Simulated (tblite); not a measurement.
Run record: tight-binding relaxation, `[CH2]C(C)=S` [radical].

Computed with GFN2-xTB geometry optimisation, gas phase (tblite 0.8.0). Start geometry: from a force field or distance geometry. A driver script takes a list of jobs; this job's settings line and coordinates (Å) are shown.

Command:
```bash
OMP_NUM_THREADS=1 python probes_run.py task.json out
```

Input:
```
{"job": {"kind": "relax", "xc": "GFN2-xTB", "basis": "xTB"}, "charge": 0, "multiplicity": 2}
C      1.436700     0.214300    -0.019100
C      0.082200    -0.081400    -0.565400
C     -1.063700    -0.095000     0.415900
S     -0.184800    -0.411000    -2.188200
H      1.552100     0.423500     1.042900
H      2.279100     0.229900    -0.683800
H     -1.813000     0.661300     0.111900
H     -1.539500    -1.074100     0.431000
H     -0.735500     0.138600     1.429500
```

Output:
```
step      E/eV     max force
  0    -330.19604    4.644
  1    -330.56311    1.072
  2    -330.60517    0.655
  3    -330.62558    0.389
  4    -330.63056    0.222
  5    -330.63589    0.161
  6    -330.63743    0.139
  7    -330.64013    0.086
  8    -330.64069    0.094
  9    -330.64143    0.090
 10    -330.64204    0.080
 11    -330.64265    0.073
 12    -330.64306    0.063
 13    -330.64343    0.048
 14    -330.64384    0.057
 15    -330.64418    0.044
 16    -330.64433    0.024
 17    -330.64438    0.016
 18    -330.64440    0.015
 19    -330.64441    0.010
 20    -330.64442    0.007
```

«max force» is the largest atomic force in eV/Å.

**Question.** From which step on does the largest force stay under 0.1 eV/Å, and how much energy is left to gain from there?

**Answer.** From step 7 (0.086 eV/Å), 4.3 meV above the end.

Summary of the converged run: energy lowered by 10.3 kcal/mol over 20 steps; largest atomic force 0.007 eV/Å at the end.

The run took under 0.1 s of wall time on Arm Neoverse V1, one thread, no GPU, on a shared host.
Labels such as C1 count atoms from 1, the log's own numbers from 0.
